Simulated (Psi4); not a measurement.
# CH4OSi (SMILES CO[SiH]): M06-L/aug-cc-pVDZ

Aim: the energy change on altering one bond length of CH4OSi at M06-L/aug-cc-pVDZ, from 2 runs. 

The calculation is run with Psi4 1.11.

2 further runs of the same task are left out: 2 set aside as unsound or not needed.

### 1 Starting point

The species is CH4OSi (7 atoms), meant as a singlet with charge 0. SMILES: `CO[SiH]`. The shape is that of a PBE0-D4/def2-TZVP optimisation. This is one conformer, not always the lowest.

Bond lengths: C1–O2 1.410 Å, O2–Si3 1.639 Å, C1–H4 1.092 Å, C1–H5 1.095 Å, C1–H6 1.092 Å, Si3–H7 1.552 Å. Angles: C1–O2–Si3 130.6°, O2–C1–H4 109.2°, O2–C1–H5 110.9°, O2–C1–H6 109.2°, O2–Si3–H7 97.1°, H4–C1–H5 109.5°, H4–C1–H6 108.5°, H5–C1–H6 109.5°.

### 2 A single-point energy at M06-L/aug-cc-pVDZ

ch4osi.inp reads:

```
memory 1600 MB

molecule m {
  0 1
  C
  O 1 r2
  Si 2 r3 1 a3
  H 1 r4 2 a4 3 d4
  H 1 r5 4 a5 2 d5
  H 1 r6 4 a6 5 d6
  H 3 r7 2 a7 1 d7

  r2 = 1.410234
  r3 = 1.63872
  a3 = 130.592
  r4 = 1.092386
  a4 = 109.1901
  d4 = 120.92578
  r5 = 1.095114
  a5 = 109.48344
  d5 = 121.61844
  r6 = 1.092454
  a6 = 108.53334
  d6 = 119.44861
  r7 = 1.551711
  a7 = 97.14136
  d7 = -0.00713
  symmetry c1
}

set basis aug-cc-pVDZ
set puream true
set e_convergence 1e-09
set d_convergence 1e-08
set scf_type pk
set dft_radial_points 99
set dft_spherical_points 590

result, w = energy('m06-l', return_wfn=True)
print_variables()
```

Run with:

```
psi4 ch4osi.inp ch4osi.out -n 1
```

ch4osi.out:

```text
[...]
  Running in c1 symmetry.
[...]
  Nuclear repulsion =  101.069910450782501
[...]
  Multiplicity = 1
[...]
  Nalpha       = 16
  Nbeta        = 16
[...]
    Number of basis functions: 109
[...]
   @RKS iter   1:  -404.87754607821472   -3.17998e-01   7.32201e-03 ADIIS/DIIS
[...]
   @RKS iter  12:  -405.18543541690133   -9.09495e-12   9.91129e-09 DIIS
[...]
    Orbital Energies [Eh]
    ---------------------
    Doubly Occupied:
       1A    -65.867743     2A    -19.000323     3A    -10.114089
       4A     -5.266948     5A     -3.581453     6A     -3.577102
       7A     -3.570532     8A     -1.010974     9A     -0.665387
      10A     -0.498724    11A     -0.427299    12A     -0.424433
      13A     -0.375636    14A     -0.289015    15A     -0.284277
      16A     -0.207915
[...]
  @RKS Final Energy:  -405.18543541690133
   => Energetics <=
    Nuclear Repulsion Energy =            101.0699104507825012
    One-Electron Energy =                -758.9134689595250620
    Two-Electron Energy =                 289.0564501402189990
    DFT Exchange-Correlation Energy =     -36.3983270483777446
    Empirical Dispersion Energy =           0.0000000000000000
    VV10 Nonlocal Energy =                  0.0000000000000000
    Total Energy =                       -405.1854354169013277
[...]
 Multipole Moments:
 ------------------------------------------------------------------------------------
     Multipole            Electronic (a.u.)      Nuclear  (a.u.)        Total (a.u.)
 ------------------------------------------------------------------------------------
 L = 1.  Multiply by 2.5417464519 to convert [e a0] to [Debye]
 Dipole X            :          0.0000476            0.0000147            0.0000623
 Dipole Y            :         -0.1098996            0.1004695           -0.0094302
 Dipole Z            :          4.7665858           -5.4367652           -0.6701794
 Magnitude           :                                                    0.6702458
[...]
```

It took 36 s on 1 thread of Intel Xeon 6975P-C (Granite Rapids), shared host; peak memory 0.66 GiB.

### 3 The distorted shape

ch4osi.dat reads:

```
memory 1.6 GB

molecule {
  C
  O 1 1.410234
  Si 2 1.63872 1 130.592
  H 1 1.092386 2 109.1901 3 120.92578
  H 1 1.6427 4 109.48344 2 121.61845
  H 1 1.092454 4 108.53334 2 -118.93295
  H 3 1.551711 2 97.14136 1 -0.00713
  units angstrom
  symmetry c1
}

set basis aug-cc-pVDZ
set puream true
set e_convergence 1e-09
set d_convergence 1e-08
set scf_type pk
set dft_radial_points 99
set dft_spherical_points 590

e_tot, wfn = energy('m06-l', return_wfn=True)
oeprop(wfn, 'QUADRUPOLE', 'LOWDIN_CHARGES', 'WIBERG_LOWDIN_INDICES')
```

Run with:

```
psi4 -n 1 ch4osi.dat ch4osi.out
```

ch4osi.out:

```text
[...]
  Running in c1 symmetry.
[...]
  Nuclear repulsion =   99.458636029825627
[...]
  Multiplicity = 1
[...]
  Nalpha       = 16
  Nbeta        = 16
[...]
    Number of basis functions: 109
[...]
   @RKS iter   1:  -404.75868476983715   -3.14512e-01   7.64511e-03 DIIS/ADIIS
[...]
   @RKS iter  13:  -405.11542688953466   -7.73070e-12   2.96048e-09 DIIS
[...]
    Orbital Energies [Eh]
    ---------------------
    Doubly Occupied:
       1A    -65.873622     2A    -19.015146     3A    -10.148194
       4A     -5.272814     5A     -3.587375     6A     -3.583089
       7A     -3.576195     8A     -1.021259     9A     -0.655445
      10A     -0.488525    11A     -0.430028    12A     -0.425426
      13A     -0.350500    14A     -0.296320    15A     -0.271187
      16A     -0.211129
[...]
  @RKS Final Energy:  -405.11542688953466
   => Energetics <=
    Nuclear Repulsion Energy =             99.4586360298256267
    One-Electron Energy =                -755.5588405944142778
    Two-Electron Energy =                 287.2415300336360815
    DFT Exchange-Correlation Energy =     -36.2567523585820197
    Empirical Dispersion Energy =           0.0000000000000000
    VV10 Nonlocal Energy =                  0.0000000000000000
    Total Energy =                       -405.1154268895346604
[...]
 Multipole Moments:
 ------------------------------------------------------------------------------------
     Multipole            Electronic (a.u.)      Nuclear  (a.u.)        Total (a.u.)
 ------------------------------------------------------------------------------------
 L = 1.  Multiply by 2.5417464519 to convert [e a0] to [Debye]
 Dipole X            :          0.0021424           -0.0014202            0.0007223
 Dipole Y            :          0.4527349           -0.3465751            0.1061597
 Dipole Z            :          5.1575295           -5.6076979           -0.4501684
 Magnitude           :                                                    0.4625171
 L = 2.  Multiply by 1.3450342976 to convert [e a0^2] to [Debye ang]
 Quadrupole XX       :        -23.7793980            5.6162820          -18.1631160
 Quadrupole XY       :         -0.0134526            0.0132814           -0.0001712
[...]
```

Wall time 41 s (1 thread of Intel Xeon 6975P-C (Granite Rapids), shared host); peak memory 0.65 GiB.

### 4 Results

Level: M06-L/aug-cc-pVDZ.

| quantity | value |
| --- | --- |
| first shape: total energy | -405.18544 Eh |
| first shape: dipole moment | 1.70 D |
| first shape: HOMO energy | -5.66 eV |
| first shape: LUMO energy | -2.53 eV |
| first shape: HOMO–LUMO gap | 3.12 eV |
| distorted shape: total energy | -405.11543 Eh |
| distorted shape: dipole moment | 1.18 D |
| distorted shape: HOMO energy | -5.75 eV |
| distorted shape: LUMO energy | -2.65 eV |
| distorted shape: HOMO–LUMO gap | 3.10 eV |
| energy change with the C1–H5 bond stretched from 1.095 to 1.643 Å | 1.905 eV |

In words: One bond (distorted shape) is far stretched, which a spin-restricted single reference describes badly; a broken-symmetry solution may lie lower. With the C1–H5 bond stretched from 1.095 to 1.643 Å the energy rises by 1.91 eV (184 kJ/mol). The first shape isn't relaxed at this level, so the change isn't measured from a minimum. A restricted reference can't describe the breaking bond well at this length.
